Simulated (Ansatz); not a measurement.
**How the elastic constant C12 of zinc-blende GaSb moves with the method**

No measured value is used here.

```csv
level (code),value (GPa),cell (Å³/atom)
LDA (Ansatz),40.2,27.65
PBE (Ansatz),[?],29.99
PBEsol (Ansatz),36.9,28.53
PBE-D3(BJ) (Ansatz),[?],28.78
r²SCAN (Ansatz),36.9,28.83
LC-ωPBE (Ansatz),51.0,27.07
```

### Question
Fill in the missing entries.

### Answer

- PBE (Ansatz, an electronic-structure program), value (GPa): 30.8
- PBE-D3(BJ) (Ansatz), value (GPa): 36.4

LDA, PBE, PBEsol, PBE-D3(BJ): the solid has no gap at this level, which affects its response. PBE-D3(BJ): the dispersion coefficients are held fixed in the derivatives. Each level is taken at its own relaxed cell. Cutoffs and k meshes differ between the levels. Ansatz's density-functional and Hartree–Fock values are scalar-relativistic unless marked +SOC, with PAW data made under PBE.
